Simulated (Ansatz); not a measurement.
```yaml
crystal:
  periodic: [false, false, false]
  atoms:
    - {symbol: Zn, position_ang: [0.000000, 0.000000, 0.000000]}
    - {symbol: B, position_ang: [0.000000, 0.000000, 2.060000]}
basis:
  gaussian: {orbitals: def2-TZVP}
magnetization: {spin_polarized: true, initial_magnetization: 3}
hamiltonian: {xc: pbe0}
relax: {f_tol: 0.004, max_steps: 80}
```

```sh
$ ansatz run in.yaml --threads 1 --pin off --events-out ev --progress --plain --max-ram 2176MiB
```

Steps of the relaxation (energy above the last step; positions in Å, forces in eV/Å):

```
2
step 1, 88.0 meV
Zn    0.000    0.000    0.000    0.000    0.000    1.242
B     0.000    0.000    2.060    0.000    0.000   -1.242
```

```
2
step 2, 15.7 meV
Zn    0.000    0.000    0.039    0.000    0.000    0.585
B     0.000    0.000    2.021    0.000    0.000   -0.585
```

```
2
step 3, 0.4 meV
Zn    0.000    0.000    0.068    0.000    0.000   -0.097
B     0.000    0.000    1.992    0.000    0.000    0.097
```

```
2
step 4, 0.0 meV
Zn    0.000    0.000    0.065    0.000    0.000    0.000
B     0.000    0.000    1.995    0.000    0.000    0.000
```

Close pairs at the end: Zn1–B2 1.931 Å.

A stationary point of unrestricted PBE0 after 4 steps, with ⟨S²⟩ = 3.770 against 3.75 for a pure state. 14 s on 1 thread of Intel Xeon 6975P-C, shared host.
